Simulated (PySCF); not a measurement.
A spin–spin coupling run with PySCF 2.14.0 with density-fitted response routines (density fitting, non-relativistic, gas phase) on SMILES C=CC#N, C₃H₃N:

```
{"job": {"kind": "j", "xc": "CAM-B3LYP", "basis": "pcJ-1"}, "charge": 0, "multiplicity": 1}
C     -1.023769     0.262079    -0.001535
C      0.093962    -0.472172    -0.038089
C      1.401953     0.095867     0.042046
N      2.469954     0.543001     0.105013
H     -0.992491     1.349855     0.093522
H     -2.002670    -0.216834    -0.067049
H      0.052924    -1.561637    -0.133786
```

Hardware: 1 thread of an x86-64 server CPU, shared host. The job also computes field gradients.

(1) How large is the calculation?

(2) How long does it take?

(3) And these other runs on the same molecule and hardware: GIAO shielding at PBE/pcSseg-2; GIAO shielding at PBE0/pcSseg-1; GIAO shielding at PBE0/IGLO-III; GIAO shielding at PBE0/aug-cc-pVDZ; GIAO shielding at PBE0/cc-pVDZ; GIAO shielding at PBE0/cc-pVTZ?

## Answers

(1) 28 electrons, 138 basis functions and 481 auxiliary functions.

(2) 7.2 s of wall time, with 13 SCF cycles. Times on a shared host scatter by some tens of per cent.

(3) PBE/pcSseg-2: 186 functions, 12 s; PBE0/pcSseg-1: 83 functions, 2.9 s; PBE0/IGLO-III: 170 functions, 6.5 s; PBE0/aug-cc-pVDZ: 119 functions, 4 s; PBE0/cc-pVDZ: 71 functions, 2.5 s; PBE0/cc-pVTZ: 162 functions, 6.5 s.
